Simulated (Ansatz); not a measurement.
**AlBH4S: a rigid scan of the bond length S3–H7**

One table from this session's results is given with a row withheld; the runs are named, their logs left out.

The runs use Ansatz 0.2.0, Gaussian basis; single points in def2-TZVPP.

Levels: PBE-D4, r2SCAN-D4, PBE0-D4, B3LYP-D4, wB97M-V, Hartree-Fock, MP2, CCSD, CCSD(T). The scan takes 1.187, 1.234, 1.302, 1.383, 1.471, 1.567, 1.669, 1.776, 1.888 Å.

Correlated methods freeze the cores. B3LYP uses VWN-RPA correlation.

175 further runs of the same task are left out: 175 set aside as unsound or not needed.

## The starting structure

The minimum, relaxed at PBE0-D4: SMILES `[AlH2][BH]S`, 7 atoms, charge 0, spin multiplicity 1.

Atoms are counted from 1 here; the program's logs count them from 0.

Bond lengths: Al1–B2 2.127 Å, Al1–H4 1.598 Å, Al1–H5 1.591 Å, B2–S3 1.765 Å, B2–H6 1.196 Å, S3–H7 1.348 Å. Angles: B2–Al1–H4 115.8°, B2–Al1–H5 125.9°, H4–Al1–H5 118.4°, Al1–B2–S3 118.8°, Al1–B2–H6 129.2°, S3–B2–H6 112.0°, B2–S3–H7 100.6°.

Coordinates:

```
Al   -1.17985    0.25645   -0.38872
B     0.74749    0.57358    0.45277
S     1.88013   -0.77802    0.51515
H    -1.48668   -1.23221   -0.88079
H    -2.31133    1.35972   -0.56829
H     1.21552    1.57329    0.91359
H     1.13470   -1.75281   -0.04371
```

Energies of the minimum (eV), from earlier single points: PBE-D4 -18164.39959, r2SCAN-D4 -18172.02700, PBE0-D4 -18166.17126, B3LYP-D4 -18175.69573, wB97M-V -18172.33585, CCSD(T) -18147.32843.

At the minimum the bond length S3–H7 is 1.348 Å.

Set-up of the first run:

File pbe-tzvpp/in.yaml:

```yaml
crystal:
  periodic: [false, false, false]
  atoms:
    - {symbol: Al, position_ang: [-1.179845, 0.256448, -0.388725]}
    - {symbol: B, position_ang: [0.747492, 0.573582, 0.452774]}
    - {symbol: S, position_ang: [1.880126, -0.778022, 0.515151]}
    - {symbol: H, position_ang: [-1.486678, -1.232208, -0.880787]}
    - {symbol: H, position_ang: [-2.311327, 1.359724, -0.568290]}
    - {symbol: H, position_ang: [1.215522, 1.573285, 0.913586]}
    - {symbol: H, position_ang: [1.223928, -1.636127, 0.023187]}
basis:
  gaussian: {orbitals: def2-TZVPP}
hamiltonian: {xc: pbe, dispersion: d4}
output: {forces: true}
```

r2scan-tzvpp/in.yaml, as changes to pbe-tzvpp/in.yaml:

```diff
-hamiltonian: {xc: pbe, dispersion: d4}
+hamiltonian: {xc: r2scan, dispersion: d4}
```

pbe0-tzvpp/in.yaml:

```diff
-hamiltonian: {xc: pbe, dispersion: d4}
-output: {forces: true}
+hamiltonian: {xc: pbe0, dispersion: d4}
+output: {forces: true, orbitals: {seedname: orbitals}}
```

b3lyp-tzvpp/in.yaml:

```diff
-hamiltonian: {xc: pbe, dispersion: d4}
+hamiltonian: {xc: {name: B3LYP}, dispersion: d4}
```

wb97mv-tzvpp/in.yaml:

```diff
-hamiltonian: {xc: pbe, dispersion: d4}
-output: {forces: true}
+hamiltonian: {xc: {name: wB97M-V}}
```

ccsdt-tzvpp/in.yaml:

```diff
-hamiltonian: {xc: pbe, dispersion: d4}
-output: {forces: true}
+correlation: {method: ccsd_t}
```

One command serves all of them, each in its own folder.

The run is started by

```
ansatz run in.yaml --threads 2 --pin off --events-out ev --progress --plain --max-ram 4352MiB
```

Among the steps run: S3–H7 = 1.187 Å; S3–H7 = 1.234 Å; S3–H7 = 1.302 Å; S3–H7 = 1.383 Å; S3–H7 = 1.471 Å; S3–H7 = 1.567 Å; S3–H7 = 1.669 Å; S3–H7 = 1.776 Å; S3–H7 = 1.888 Å.

One table of the session follows, with a row left open; its other results are not shown here.

Energies less that of the minimum at the same level (kJ/mol):

| bond length (Å) | PBE-D4 | PBE0-D4 | B3LYP-D4 | wB97M-V | Hartree-Fock |
| --- | --- | --- | --- | --- | --- |
| 1.187 | 46.7 | 42.4 | 41.6 | 40.3 | 35.6 |
| 1.234 | ? | ? | ? | ? | ? |
| 1.302 | 4.1 | 2.8 | 2.7 | 2.3 | 0.6 |
| 1.348 (minimum) | 0.0 | 0.0 | 0.0 | 0.0 | 0.0 |
| 1.383 | 0.3 | 1.4 | 1.4 | 1.8 | 3.2 |
| 1.471 | 11.0 | 15.1 | 14.6 | 16.2 | 21.7 |
| 1.567 | 33.1 | 40.9 | 39.4 | 42.8 | 53.4 |
| 1.669 | 63.0 | 74.9 | 72.1 | 77.8 | 94.4 |
| 1.776 | 96.8 | 113.5 | 108.7 | 117.9 | 141.2 |
| 1.888 | 132.1 | 154.1 | 146.9 | 160.4 | 191.0 |

Q: Estimate the row for bond length (Å) = 1.234 from the others.

Worked estimate for «PBE-D4». A straight line through the neighbours (1.187, 46.7) and (1.302, 4.1) gives 46.7 + (4.1 − 46.7) × (1.234 − 1.187) / (1.302 − 1.187) = 29.3; a parabola fitted to 3 rows on both sides gives 24.0.

As computed: PBE-D4: 22.6; PBE0-D4: 19.4; B3LYP-D4: 19.0; wB97M-V: 18.1; Hartree-Fock: 14.4. In «PBE-D4» the line misses by +6.7 and the parabola by +1.4.

To keep in mind: A polynomial through the near points puts the CCSD(T) minimum 0.005 Å below the PBE0-D4 value.
